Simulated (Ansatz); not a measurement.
Process, species as SMILES: N#N (N2) + H+ → N#[NH+]
B3LYP-D3(BJ)/def2-TZVP geometries, fixed; electronic energies without zero-point terms; positive where energy is released.

Basis-set convergence of the proton affinity at CCSD(T) with Ansatz (a program for electronic structure). Cartesian d functions, on some or all atoms, in 6-31G*, 6-31+G*; all else is spherical. Cores are frozen. No added dispersion term, no relativity. Functions are those of the species that has most. Reference: Hartree-Fock in aug-cc-pVQZ plus the correlation part extrapolated as X^-3 from aug-cc-pVTZ and aug-cc-pVQZ, 122.97 kcal/mol, itself unsure by roughly 0.14 kcal/mol (a third of the extrapolation step and of the last Hartree-Fock step). Deviations are taken from unrounded values.

```json
[
 {"basis": "6-31G*", "functions": "32", "proton affinity (kcal/mol)": "121.55"},
 {"basis": "6-31+G*", "functions": "40", "proton affinity (kcal/mol)": "119.33"},
 {"basis": "cc-pVDZ", "functions": "33", "proton affinity (kcal/mol)": "127.08"},
 {"basis": "aug-cc-pVDZ", "functions": "55", "proton affinity (kcal/mol)": "121.79"},
 {"basis": "def2-SVP", "functions": "33", "proton affinity (kcal/mol)": "127.15"},
 {"basis": "def2-SVPD", "functions": "48", "proton affinity (kcal/mol)": "124.55"},
 {"basis": "pcseg-1", "functions": "33", "proton affinity (kcal/mol)": "123.76"},
 {"basis": "aug-pcseg-1", "functions": "55", "proton affinity (kcal/mol)": "121.24"},
 {"basis": "6-311G**", "functions": "42", "proton affinity (kcal/mol)": "126.62"},
 {"basis": "6-311+G**", "functions": "50", "proton affinity (kcal/mol)": "124.90"},
 {"basis": "def2-TZVP", "functions": "68", "proton affinity (kcal/mol)": "122.73"},
 {"basis": "def2-TZVPD", "functions": "83", "proton affinity (kcal/mol)": "122.38"},
 {"basis": "cc-pVTZ", "functions": "74", "proton affinity (kcal/mol)": "124.93"},
 {"basis": "aug-cc-pVTZ", "functions": "115", "proton affinity (kcal/mol)": "123.31"},
 {"basis": "pcseg-2", "functions": "74", "proton affinity (kcal/mol)": "124.56"},
 {"basis": "aug-pcseg-2", "functions": "115", "proton affinity (kcal/mol)": "124.11"},
 {"basis": "def2-TZVPP", "functions": "76", "proton affinity (kcal/mol)": "124.23"},
 {"basis": "def2-TZVPPD", "functions": "91", "proton affinity (kcal/mol)": "123.83"},
 {"basis": "cc-pVQZ", "functions": "140", "proton affinity (kcal/mol)": "123.84"},
 {"basis": "aug-cc-pVQZ", "functions": "206", "proton affinity (kcal/mol)": "123.19"},
 {"basis": "def2-QZVPP", "functions": "144", "proton affinity (kcal/mol)": "123.85"},
 {"basis": "def2-QZVPPD", "functions": "159", "proton affinity (kcal/mol)": "123.49"},
 {"basis": "pcseg-3", "functions": "153", "proton affinity (kcal/mol)": "123.73"},
 {"basis": "aug-pcseg-3", "functions": "219", "proton affinity (kcal/mol)": "123.59"}
]
```

What the diffuse functions change, pair by pair:
- 6-31G* to 6-31+G*: 8 more functions, deviation -1.42 to -3.64 kcal/mol
- cc-pVDZ to aug-cc-pVDZ: 22 more functions, deviation 4.11 to -1.18 kcal/mol
- def2-SVP to def2-SVPD: 15 more functions, deviation 4.18 to 1.58 kcal/mol
- pcseg-1 to aug-pcseg-1: 22 more functions, deviation 0.79 to -1.72 kcal/mol
- 6-311G** to 6-311+G**: 8 more functions, deviation 3.65 to 1.93 kcal/mol
- def2-TZVP to def2-TZVPD: 15 more functions, deviation -0.24 to -0.58 kcal/mol
- cc-pVTZ to aug-cc-pVTZ: 41 more functions, deviation 1.96 to 0.34 kcal/mol
- pcseg-2 to aug-pcseg-2: 41 more functions, deviation 1.60 to 1.14 kcal/mol
- def2-TZVPP to def2-TZVPPD: 15 more functions, deviation 1.26 to 0.86 kcal/mol
- cc-pVQZ to aug-cc-pVQZ: 66 more functions, deviation 0.87 to 0.22 kcal/mol
- def2-QZVPP to def2-QZVPPD: 15 more functions, deviation 0.89 to 0.52 kcal/mol
- pcseg-3 to aug-pcseg-3: 66 more functions, deviation 0.76 to 0.62 kcal/mol

Leaving out the reference's own pair, they bring the value nearer the reference by more than 0.14 kcal/mol in 7 of 11 pairs.
